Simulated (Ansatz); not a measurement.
Here is an Ansatz input file for C₄H₈F₂, SMILES CCC(C)(F)F. Write the same calculation for the Python package.

```yaml
crystal:
  periodic: [false, false, false]
  atoms:
    - { symbol: C, position_ang: [1.4456, -0.0754, -0.7968] }
    - { symbol: C, position_ang: [0.6205, -0.7606, 0.2804] }
    - { symbol: C, position_ang: [-0.4935, 0.1091, 0.847] }
    - { symbol: C, position_ang: [-1.5359, 0.5514, -0.1585] }
    - { symbol: F, position_ang: [-1.1181, -0.5856, 1.8364] }
    - { symbol: F, position_ang: [0.0468, 1.2067, 1.4368] }
    - { symbol: H, position_ang: [0.8467, 0.1301, -1.689] }
    - { symbol: H, position_ang: [1.8621, 0.8692, -0.4334] }
    - { symbol: H, position_ang: [2.2786, -0.7188, -1.0979] }
    - { symbol: H, position_ang: [0.1999, -1.6937, -0.112] }
    - { symbol: H, position_ang: [1.2887, -1.0451, 1.1021] }
    - { symbol: H, position_ang: [-1.1141, 1.2276, -0.9074] }
    - { symbol: H, position_ang: [-2.3381, 1.0935, 0.3533] }
    - { symbol: H, position_ang: [-1.9892, -0.3085, -0.661] }
basis:
  gaussian:
    orbitals: cc-pVDZ
hamiltonian:
  xc:
    name: B2PLYP
```

`energy_c4h8f2.py`:
```python
import ansatz as az


def main() -> None:
    mol = (
        az.Crystal.molecule()
        .atom("C", (1.4456, -0.0754, -0.7968))
        .atom("C", (0.6205, -0.7606, 0.2804))
        .atom("C", (-0.4935, 0.1091, 0.847))
        .atom("C", (-1.5359, 0.5514, -0.1585))
        .atom("F", (-1.1181, -0.5856, 1.8364))
        .atom("F", (0.0468, 1.2067, 1.4368))
        .atom("H", (0.8467, 0.1301, -1.689))
        .atom("H", (1.8621, 0.8692, -0.4334))
        .atom("H", (2.2786, -0.7188, -1.0979))
        .atom("H", (0.1999, -1.6937, -0.112))
        .atom("H", (1.2887, -1.0451, 1.1021))
        .atom("H", (-1.1141, 1.2276, -0.9074))
        .atom("H", (-2.3381, 1.0935, 0.3533))
        .atom("H", (-1.9892, -0.3085, -0.661))
    )

    model = (
        mol.calculation()
        .basis(gaussian="cc-pVDZ")
        .functional(az.LibraryFunctional("B2PLYP"))
    )
    res = model.run(threads=1)
    rep = res.report

    print(f"E = {rep['free_energy_ev']:.6f} eV = {rep['free_energy_ev'] / 27.211386246:.7f} Ha")
    print("converged:", rep["converged"], " doubts:", rep["published_state_doubts"] or "none")

    field = rep["mean_field"]
    print("<S^2> =", round(abs(field["state"]["spin_squared"]), 4), " all-electron relativity setting:", field["relativity"])
    print("passes:", field["passes"])
    if "symmetry" in field:
        print("occupied orbitals by irrep:", field["symmetry"]["occupied"])


if __name__ == "__main__":
    main()
```

```console
$ python energy_c4h8f2.py
E = -9704.195365 eV = -356.6226019 Ha
converged: True  doubts: none
<S^2> = 0.0  all-electron relativity setting: none
passes: {'evaluations': 16, 'products': 23}
occupied orbitals by irrep: [{'A': 25}, {'A': 25}]
```

Total energies depend on the basis set; only differences at equal settings carry meaning. The geometry is a force-field or estimated start, not a minimum of this method, and the basis set is short of its limit. For a double hybrid the total adds scaled second-order correlation to the self-consistent reference. Finished in 8.2 s on 1 thread of Arm Neoverse V2, on a shared host, peak memory 0.3 GiB.

(Lines on the test bed's own set-up are left out of the output.)
